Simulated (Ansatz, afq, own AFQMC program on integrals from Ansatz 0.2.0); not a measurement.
Atomization energy of SiH2, singlet, worked out

```xyz
3

Si   -0.4939    0.4712   -0.2148
H     0.8452    0.5822    0.5255
H    -0.3513   -1.0533   -0.3107
```

Basis def2-TZVP. Only valence electrons are correlated. Integrals, coupled cluster, full CI and functionals: Ansatz 0.2.0; the random walks run on the same integrals in our own AFQMC program. The CISD trial takes its coefficients from CCSD amplitudes. Released means that phaseless walkers are propagated on without the constraint, phases kept. Uncertainties: one standard error, sampling alone.

Total energies in eV. CBS is CCSD(T) at the limit of def2-TZVPP/QZVPP (extrapolated itself); the highest rung of each member is named.

Cautions: SiH₂ (singlet): restricted determinant unstable towards unrestricted (UHF 109 meV lower, ⟨S²⟩ 0.41), the released energies are still falling, so no released level is given (meV from the phaseless value at times in 1/Eh: -1.1 ± 1.6 at 0.24, -2.3 ± 1.3 at 0.51, -4.5 ± 1.5 at 0.99, -6.8 ± 1.2 at 1.62, -8.5 ± 1.8 at 2.40), though the last usable value meets CCSDTQ within the noise, the ph-AFQMC/CISD walk drifts between its halves (2.5 errors).

| member | count | CCSD(T)/def2-TZVP | highest rung in def2-TZVP | which | CCSD(T)/CBS |
| --- | --- | --- | --- | --- | --- |
| Si (triplet) | +1 | -7862.0972 | -7862.1201 | FCI | -7862.5000 |
| H (doublet) | +2 | -13.6005 | -13.6005 | FCI | -13.6059 |
| SiH₂, singlet | -1 | -7895.6547 | -7895.6806 | CCSDTQ | -7896.3860 |

Problem. Work out the best estimate of the atomization energy: the CCSD(T)/CBS difference plus the step from CCSD(T) to the highest rung.

Solution. Sums with the counts: CCSD(T)/CBS 6.6742 eV, highest rung 6.3595 eV, CCSD(T)/def2-TZVP 6.3565 eV. The step is 6.3595 − 6.3565 = 0.0030 eV, so the best estimate is 6.6742 + (0.0030) = 6.6772 eV. The basis set is worth 0.318 eV of it. Zero-point, core-correlation and spin–orbit terms aren't in it. Past Ne the Hartree–Fock part of each CBS total tends to overshoot, since the cores don't follow the formula; that largely cancels in the difference.

Best estimates are given only where the step beyond CCSD(T) is under 0.3 eV and no member's determinant is very poor (T1 over 0.05, or 0.07 for open shells, ⟨S²⟩ too high by 0.3, two states mixed), so the hardest cases are missing from such tables.

CCSDT and higher add their correlation energy to the determinant of the CCSD(T) run, since their own runs factorise the integrals more tightly (a shift of under 2 meV). Each member of a difference takes its own highest rung, so a best estimate needn't equal the limit plus the step of one row.
